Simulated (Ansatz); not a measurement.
System (SMILES): S (H2S).
Atoms: S1, H2, H3. Bonds: S1-H2, S1-H3.

Basis-set convergence of the lowest harmonic wavenumber at PBE with Ansatz (a first-principles code). Each level at its own minimum, finite differences of forces, unscaled; the reference is a large set that could be run, not a limit. Cartesian d functions, on some or all atoms, in 6-311G**; all else is spherical. The program fits the integrals of some runs and decomposes those of others, by size. No added dispersion term, no relativity. Reference: the value in pcseg-3, 1164 cm⁻¹, itself unsure by roughly 1 cm⁻¹ (its mean distance from def2-QZVPP, cc-pV(Q+d)Z, aug-pcseg-2). Deviations are taken from unrounded values.

| basis | functions | lowest harmonic wavenumber (cm⁻¹) | minus reference (cm⁻¹) |
|---|---|---|---|
| 6-31G | 17 | 1157 | -7 |
| def2-SVP | 28 | 1150 | -14 |
| cc-pV(D+d)Z | 33 | 1155 | -9 |
| 6-311G** | 39 | 1161 | -3 |
| def2-SVPD | 43 | 1143 | -21 |
| jun-cc-pV(T+d)Z | 76 | 1164 | 0 |
| 6-311++G(3df,3pd) | 83 | 1164 | -1 |
| aug-cc-pV(T+d)Z | 101 | 1164 | 0 |
| cc-pV(Q+d)Z | 124 | 1165 | 1 |
